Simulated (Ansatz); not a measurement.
# C₄H₈F₂: up Jacob's ladder to CCSD(T)

The task here is to estimate one member of a computed series from the others.

Program: Ansatz 0.2.0, Gaussian basis. Level of theory: functionals in def2-TZVPP, the program's frozen cores in correlated methods. These are calculated values, not measurements.

The runs, in order: LDA (SPW92), PBE-D4, revPBE-D4, BLYP-D4, r2SCAN-D4, B97M-V, PBE0-D4, B3LYP-D4, r2SCANh-D4, r2SCAN0-D4, HSE06-D4, BHLYP-D4, CAM-B3LYP-D4, LC-ωPBE, ωB97X-V, ωB97M-V, B2PLYP, PBE-QIDH; CCSD(T)/def2-SVP; CCSD(T)/def2-TZVPP; MP2/def2-QZVPP; extrapolation to the limit; RPA on PBE.

## Structure used throughout

All runs share one geometry, relaxed beforehand with PBE0-D4 in a triple-zeta def2 set.

SMILES `CC(F)CCF`, 14 atoms, charge 0, spin multiplicity 1.

Atoms are counted from 1 here; the program's logs count them from 0.

Bond lengths: C1–C2 1.506 Å, C1–H7 1.093 Å, C1–H8 1.091 Å, C1–H9 1.092 Å, C2–F3 1.397 Å, C2–C4 1.513 Å, C2–H10 1.095 Å, C4–C5 1.507 Å, C4–H11 1.096 Å, C4–H12 1.094 Å, C5–F6 1.387 Å, C5–H13 1.093 Å, C5–H14 1.093 Å. Angles: C2–C1–H7 110.6°, C2–C1–H8 110.4°, C2–C1–H9 110.2°, H7–C1–H8 108.6°, H7–C1–H9 108.5°, H8–C1–H9 108.3°, C1–C2–F3 108.5°, C1–C2–C4 113.5°, C1–C2–H10 110.6°, F3–C2–C4 108.0°, F3–C2–H10 106.1°, C4–C2–H10 109.8°, C2–C4–C5 113.3°, C2–C4–H11 108.8°, C2–C4–H12 109.2°, C5–C4–H11 108.8°, C5–C4–H12 109.2°, H11–C4–H12 107.4° and more.

As a file:

```xyz
14
charge 0, multiplicity 1
C    -0.15030   -0.78260   -1.77236
C    -0.55551   -0.13106   -0.47607
F    -1.49444   -0.94985    0.15607
C     0.59801    0.08081    0.47996
C     0.19684    0.78750    1.74938
F    -0.20922    2.08220    1.46014
H     0.34687   -1.73718   -1.58413
H    -1.02575   -0.96333   -2.39769
H     0.53704   -0.13552   -2.32181
H    -1.06079    0.82191   -0.66472
H     1.02694   -0.89378    0.73814
H     1.37939    0.65913   -0.02255
H    -0.63861    0.27941    2.23772
H     1.03663    0.85315    2.44663
```

Set-up of the first run:

File in.yaml:

```yaml
crystal:
  periodic: [false, false, false]
  atoms:
    - {symbol: C, position_ang: [-0.150301, -0.782597, -1.772358]}
    - {symbol: C, position_ang: [-0.555512, -0.131057, -0.476071]}
    - {symbol: F, position_ang: [-1.494442, -0.949847, 0.156071]}
    - {symbol: C, position_ang: [0.598009, 0.080814, 0.479963]}
    - {symbol: C, position_ang: [0.196845, 0.787499, 1.749385]}
    - {symbol: F, position_ang: [-0.209216, 2.082198, 1.460136]}
    - {symbol: H, position_ang: [0.346874, -1.737182, -1.584125]}
    - {symbol: H, position_ang: [-1.025752, -0.963327, -2.397694]}
    - {symbol: H, position_ang: [0.537035, -0.135523, -2.321815]}
    - {symbol: H, position_ang: [-1.060794, 0.821909, -0.664716]}
    - {symbol: H, position_ang: [1.026942, -0.893782, 0.738136]}
    - {symbol: H, position_ang: [1.379393, 0.659131, -0.022554]}
    - {symbol: H, position_ang: [-0.638608, 0.279413, 2.237715]}
    - {symbol: H, position_ang: [1.036629, 0.853152, 2.446626]}
basis:
  gaussian: {orbitals: def2-TZVPP}
hamiltonian: {xc: lda}
output: {orbitals: {seedname: orbitals}}
```

Started as:

```
$ ansatz run in.yaml --threads 4 --pin off --events-out ev --progress --plain --max-ram 11315MiB
```

Among the steps run: LDA; PBE-D4 (GGA); revPBE-D4 (GGA); BLYP-D4 (GGA); r2SCAN-D4 (meta-GGA); B97M-V (meta-GGA); PBE0-D4 (hybrid); B3LYP-D4 (hybrid); r2SCANh-D4 (hybrid); r2SCAN0-D4 (hybrid); HSE06-D4 (hybrid); BHLYP-D4 (hybrid); CAM-B3LYP-D4 (range-separated); LC-ωPBE (range-separated); ωB97X-V (range-separated); ωB97M-V (range-separated); B2PLYP (double hybrid); PBE-QIDH (double hybrid).

One table of the session follows, with a row left open; its other results are not shown here.

It belongs to the step «Orbital energies across the functionals». 

| functional | HOMO (eV) | LUMO (eV) | gap (eV) |
| --- | --- | --- | --- |
| LDA (SPW92) | -7.58 | 0.29 | 7.86 |
| PBE-D4 | -7.47 | 0.46 | 7.94 |
| revPBE-D4 | -7.42 | 0.55 | 7.97 |
| BLYP-D4 | -7.44 | 0.44 | 7.88 |
| r2SCAN-D4 | -7.83 | 1.23 | 9.05 |
| B97M-V | -8.00 | 0.64 | 8.64 |
| PBE0-D4 | -9.10 | 1.28 | 10.38 |
| B3LYP-D4 | ? | ? | ? |
| r2SCANh-D4 | -8.44 | 1.48 | 9.92 |
| r2SCAN0-D4 | -9.33 | 1.82 | 11.15 |
| HSE06-D4 | -8.69 | 0.91 | 9.60 |
| BHLYP-D4 | -10.68 | 1.85 | 12.53 |
| CAM-B3LYP-D4 | -10.60 | 2.02 | 12.62 |
| LC-ωPBE | -11.89 | 3.34 | 15.23 |
| ωB97X-V | -11.58 | 3.14 | 14.72 |
| ωB97M-V | -11.48 | 2.70 | 14.18 |

Q: Estimate the row for B3LYP-D4 from the others.

Worked estimate for «HOMO (eV)». Against the share of exact exchange, BLYP-D4 (0, -7.44), BHLYP-D4 (0.5, -10.68) give a slope of -6.48 per unit share; at 0.2 the line stands at -8.74.

The run gave: HOMO (eV): -8.91; LUMO (eV): 0.93; gap (eV): 9.83. In «HOMO (eV)» the line misses by +0.17.
